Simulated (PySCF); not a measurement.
# CH3CF2CN: NMR shifts in gas and solvents, part 2 of 2

PySCF 2.14.0. Atoms count from 0. Earlier steps stand in the parts before.

## 6. Shielding tensors: B97-2/pcSseg-2

The job: settings as JSON, then the geometry in Å.

```
{"job": {"kind": "nmr", "xc": "B97-2", "basis": "pcSseg-2", "pop": false}, "charge": 0, "multiplicity": 1}
C     -0.879509     0.436350     0.281807
C      0.183759    -0.537487    -0.139699
F     -0.159598    -1.137195    -1.304857
F      0.320858    -1.516720     0.785759
C      1.506235     0.104448    -0.325905
N      2.508524     0.647587    -0.454675
H     -1.814716    -0.112161     0.396559
H     -0.603558     0.897659     1.229467
H     -0.995322     1.209080    -0.477356
```

With the program's defaults for keys left out, this is: GIAO B97-2/pcSseg-2 NMR shielding, non-relativistic, gas phase.

Log:

```text
coarse grid: 8352 points
cycle   1  E = -370.4259716517  dE =  8.326e-01  |g| = 8.901e-01  |ddm| = 2.110e+00
cycle   2  E = -370.0561367345  dE =  3.698e-01  |g| = 1.675e+00  |ddm| = 1.146e+00
cycle   3  E = -370.5462292058  dE = -4.901e-01  |g| = 3.051e-01  |ddm| = 8.672e-01
cycle   4  E = -370.5645701640  dE = -1.834e-02  |g| = 7.875e-02  |ddm| = 1.875e-01
cycle   5  E = -370.5657087625  dE = -1.139e-03  |g| = 2.412e-02  |ddm| = 5.706e-02
cycle   6  E = -370.5658271719  dE = -1.184e-04  |g| = 2.913e-03  |ddm| = 1.621e-02
cycle   7  E = -370.5658289550  dE = -1.783e-06  |g| = 6.483e-04  |ddm| = 3.009e-03
final grid: 83944 points
cycle   8  E = -370.5628202196  dE = -9.333e-05  |g| = 7.533e-03  |ddm| = 5.519e-02
cycle   9  E = -370.5628115700  dE =  8.650e-06  |g| = 1.038e-02  |ddm| = 7.853e-03
cycle  10  E = -370.5628272371  dE = -1.567e-05  |g| = 1.836e-03  |ddm| = 5.250e-03
cycle  11  E = -370.5628278675  dE = -6.303e-07  |g| = 6.647e-04  |ddm| = 1.169e-03
cycle  12  E = -370.5628279452  dE = -7.773e-08  |g| = 1.868e-04  |ddm| = 3.796e-04
cycle  13  E = -370.5628279531  dE = -7.896e-09  |g| = 1.984e-05  |ddm| = 1.241e-04
cycle  14  E = -370.5628279532  dE = -7.856e-11  |g| = 4.198e-06  |ddm| = 1.909e-05
converged SCF energy = -370.5628279532

GIAO shielding tensors (ppm)
atom      isotropic    diamagn.    paramagn.     s11        s22        s33       span
  0 C      157.803     246.474     -88.671    141.333    147.112    184.962     43.629
  1 C       67.914     238.544    -170.630     43.143     77.247     83.351     40.209
  2 F      275.733     468.534    -192.801    166.295    325.358    335.546    169.251
  3 F      275.693     468.541    -192.848    166.344    325.233    335.502    169.158
  4 C       65.523     266.694    -201.172    -50.077    -48.490    295.136    345.213
  5 N      -37.822     332.982    -370.803   -195.045   -193.599    275.178    470.222
  6 H       29.774      29.554       0.220     26.586     27.831     34.904      8.318
  7 H       29.828      30.494      -0.666     26.681     28.000     34.803      8.121
  8 H       29.830      30.496      -0.666     26.683     27.999     34.808      8.124
```

It took 42 s on 1 thread of Arm Neoverse N1, shared host; peak memory 0.93 GiB.

In short: δ C4 119.9, C1 117.5, C0 27.6, F2 -99.7, H6 1.83 ppm (means over like atoms).

## 7. Nuclear shieldings: WP04/pcSseg-2 in chloroform

Same as in step 6 but for these lines:

```diff
@@ -1,2 +1,2 @@
-{"job": {"kind": "nmr", "xc": "B97-2", "basis": "pcSseg-2", "pop": false}, "charge": 0, "multiplicity": 1}
+{"job": {"kind": "nmr", "xc": "WP04", "basis": "pcSseg-2", "pop": false, "solvent": "chloroform"}, "charge": 0, "multiplicity": 1}
 C     -0.879509     0.436350     0.281807
```

With the program's defaults for keys left out, this is: GIAO WP04/pcSseg-2 NMR shielding, non-relativistic, IEF-PCM chloroform.

Log:

```text
coarse grid: 8352 points
cycle   1  E = -377.7825035920  dE =  8.292e-01  |g| = 1.245e+00  |ddm| = 2.060e+00
cycle   2  E = -377.0637773367  dE =  7.187e-01  |g| = 2.350e+00  |ddm| = 1.500e+00
cycle   3  E = -377.9803372224  dE = -9.166e-01  |g| = 4.621e-01  |ddm| = 1.171e+00
cycle   4  E = -378.0227670440  dE = -4.243e-02  |g| = 1.478e-01  |ddm| = 2.928e-01
cycle   5  E = -378.0266924541  dE = -3.925e-03  |g| = 4.486e-02  |ddm| = 1.013e-01
cycle   6  E = -378.0271004068  dE = -4.080e-04  |g| = 7.692e-03  |ddm| = 3.076e-02
cycle   7  E = -378.0271133555  dE = -1.295e-05  |g| = 1.604e-03  |ddm| = 6.709e-03
cycle   8  E = -378.0271138389  dE = -4.834e-07  |g| = 2.491e-04  |ddm| = 1.044e-03
final grid: 83944 points
cycle   9  E = -378.0318395706  dE = -1.279e-04  |g| = 7.403e-03  |ddm| = 5.022e-02
cycle  10  E = -378.0318288284  dE =  1.074e-05  |g| = 1.095e-02  |ddm| = 9.660e-03
cycle  11  E = -378.0318499011  dE = -2.107e-05  |g| = 1.717e-03  |ddm| = 5.373e-03
cycle  12  E = -378.0318501754  dE = -2.742e-07  |g| = 1.144e-03  |ddm| = 1.292e-03
cycle  13  E = -378.0318504236  dE = -2.483e-07  |g| = 3.604e-04  |ddm| = 6.658e-04
cycle  14  E = -378.0318504491  dE = -2.549e-08  |g| = 5.064e-05  |ddm| = 1.974e-04
cycle  15  E = -378.0318504497  dE = -5.401e-10  |g| = 1.109e-05  |ddm| = 4.727e-05
converged SCF energy = -378.0318504497

GIAO shielding tensors (ppm)
atom      isotropic    diamagn.    paramagn.     s11        s22        s33       span
  0 C      146.074     245.279     -99.205    128.767    135.521    173.935     45.168
  1 C       49.176     239.361    -190.185     21.965     62.513     63.050     41.085
  2 F      276.169     471.554    -195.385    161.557    324.548    342.402    180.845
  3 F      276.146     471.564    -195.418    161.624    324.700    342.115    180.492
  4 C       55.269     265.135    -209.867    -65.405    -63.078    294.290    359.695
  5 N      -36.996     329.144    -366.140   -196.396   -193.672    279.079    475.475
  6 H       29.699      29.242       0.457     26.570     27.872     34.654      8.083
  7 H       29.772      30.356      -0.584     26.728     27.993     34.595      7.867
  8 H       29.774      30.358      -0.584     26.730     27.992     34.600      7.870
```

It took 44 s on 1 thread of Arm Neoverse N1, shared host; peak memory 1 GiB.

In short: δ C1 125.9, C4 119.8, C0 29.0, F2 -97.2, H6 2.12 ppm (means over like atoms).

## 8. NMR shieldings: wB97X-D/pcSseg-2 in chloroform

Same as in step 7 but for these lines:

```diff
@@ -1,2 +1,2 @@
-{"job": {"kind": "nmr", "xc": "WP04", "basis": "pcSseg-2", "pop": false, "solvent": "chloroform"}, "charge": 0, "multiplicity": 1}
+{"job": {"kind": "nmr", "xc": "wB97X-D", "basis": "pcSseg-2", "pop": false, "solvent": "chloroform"}, "charge": 0, "multiplicity": 1}
 C     -0.879509     0.436350     0.281807
```

With the program's defaults for keys left out, this is: GIAO wB97X-D/pcSseg-2 NMR shielding, non-relativistic, IEF-PCM chloroform.

Log:

```text
coarse grid: 8352 points
cycle   1  E = -370.4062847273  dE =  9.349e-01  |g| = 9.389e-01  |ddm| = 2.086e+00
cycle   2  E = -370.2837964818  dE =  1.225e-01  |g| = 1.303e+00  |ddm| = 9.432e-01
cycle   3  E = -370.5695549676  dE = -2.858e-01  |g| = 1.184e-01  |ddm| = 5.885e-01
cycle   4  E = -370.5716465058  dE = -2.092e-03  |g| = 6.240e-02  |ddm| = 8.700e-02
cycle   5  E = -370.5723796133  dE = -7.331e-04  |g| = 1.232e-02  |ddm| = 3.920e-02
cycle   6  E = -370.5724053681  dE = -2.575e-05  |g| = 2.474e-03  |ddm| = 8.347e-03
cycle   7  E = -370.5724069521  dE = -1.584e-06  |g| = 4.029e-04  |ddm| = 2.829e-03
final grid: 83944 points
cycle   8  E = -370.5777942271  dE = -1.918e-04  |g| = 1.156e-02  |ddm| = 5.148e-02
cycle   9  E = -370.5777909496  dE =  3.277e-06  |g| = 1.292e-02  |ddm| = 1.095e-02
cycle  10  E = -370.5778145588  dE = -2.361e-05  |g| = 1.099e-03  |ddm| = 5.208e-03
cycle  11  E = -370.5778146893  dE = -1.304e-07  |g| = 7.985e-04  |ddm| = 1.016e-03
cycle  12  E = -370.5778148134  dE = -1.242e-07  |g| = 1.923e-04  |ddm| = 4.968e-04
cycle  13  E = -370.5778148208  dE = -7.329e-09  |g| = 2.364e-05  |ddm| = 1.151e-04
cycle  14  E = -370.5778148210  dE = -2.595e-10  |g| = 4.556e-06  |ddm| = 4.430e-05
converged SCF energy = -370.5778148210

GIAO shielding tensors (ppm)
atom      isotropic    diamagn.    paramagn.     s11        s22        s33       span
  0 C      158.348     246.130     -87.782    140.827    147.269    186.948     46.122
  1 C       65.733     237.915    -172.182     39.535     77.282     80.383     40.848
  2 F      280.107     467.729    -187.622    170.221    330.326    339.773    169.552
  3 F      280.048     467.735    -187.688    170.240    330.135    339.768    169.528
  4 C       60.908     265.756    -204.847    -58.313    -55.696    296.733    355.046
  5 N      -32.968     332.329    -365.298   -189.567   -186.337    276.999    466.566
  6 H       29.544      29.134       0.410     26.221     27.516     34.893      8.672
  7 H       29.597      29.961      -0.364     26.324     27.662     34.804      8.479
  8 H       29.597      29.962      -0.365     26.323     27.660     34.807      8.483
```

Wall time 54 s (1 thread of Arm Neoverse N1, shared host); peak memory 1.1 GiB.

This run: δ C4 126.2, C1 121.4, C0 28.8, F2 -92.9, H6 2.03 ppm (means over like atoms).

## 9. Comparing the runs: NMR shifts

Shifts (ppm), means over like atoms, with basis size and wall time (the measured row can stand on another reference than the computed rows):

```csv
run,C4,C1,C0,H6,F2,N5,functions,time
PBE0/pcSseg-2,122.5,118.5,27.7,1.82,-99.2,308.7,258,52 s
KT3/pcSseg-2,110.7,117.0,27.4,1.82,-112.8,279.8,258,56 s
wB97X-D/pcSseg-2,123.5,119.0,28.3,1.84,-93.0,307.7,258,53 s
B97-2/pcSseg-2,119.9,117.5,27.6,1.83,-99.7,299.6,258,42 s
WP04/pcSseg-2 in chloroform,119.8,125.9,29.0,2.12,-97.2,287.0,258,44 s
wB97X-D/pcSseg-2 in chloroform,126.2,121.4,28.8,2.03,-92.9,297.5,258,54 s
measured,–,–,–,–,-85.4,–,–,–
```

Measured: G. Saielli, R. Bini, A. Bagno, Computational 19F NMR. 2. Organic compounds, RSC Adv. 2014, ESI (exp. from Berger-Braun-Kalinowski 1994 and Everett 1995).

## 10. Outcome

What follows sums up all 2 parts.

```
                                                                 quantity                   value
                                                              point group                      Cs
                                     rotational constants (main isotopes)    5.23, 2.91, 2.85 GHz
                                   ¹³C shifts against TMS (PBE0/pcSseg-2)  122.5, 118.5, 27.7 ppm
   ¹H shifts against TMS (PBE0/pcSseg-2, means over atoms taken as alike)                1.82 ppm
¹⁹F shifts against CFCl3 (PBE0/pcSseg-2, means over atoms taken as alike)               -99.2 ppm
                                   ¹⁵N shifts against NH3 (PBE0/pcSseg-2)               308.7 ppm
                                 measured, and computed on the same scale   F2 δ -85.4, -99.2 ppm
                                    surface potential, 1st and 99th percentile      -1.38 V and 1.54 V
                         range of the shift of N5 (wB97X-D/pcSseg-2 runs)      297.5 to 307.7 ppm
```

In words: Over 11 steps the energy fell by 0.039 eV; of the close pairs, C0–H7 changed most, 1.114 to 1.090 Å. The most deshielded carbon is C4 (nitrile carbon), at 122.5 ppm: C≡N carbons fall here, among the sp2 signals but without a proton. At PBE0/pcSseg-2: Shielding is most anisotropic at N5 (span 478 ppm, paramagnetic term -377 ppm). The one measured ¹⁹F shift is missed by -13.8 ppm (computed less measured, unscaled). Vibration, temperature and solvent are missing from the calculation, and it holds one conformer, so part of the miss against the measured shifts is not the functional's. By nearest atom (PBE0/pcSseg-2), the HOMO sits on N5 49 %; C4 34 % and the LUMO on N5 36 %; C4 32 %. At one level, wB97X-D/pcSseg-2: In ppm, N5 moves most: its shift spreads over 10.2 ppm, from 297.5 (wB97X-D/pcSseg-2 in chloroform) to 307.7 (wB97X-D/pcSseg-2).
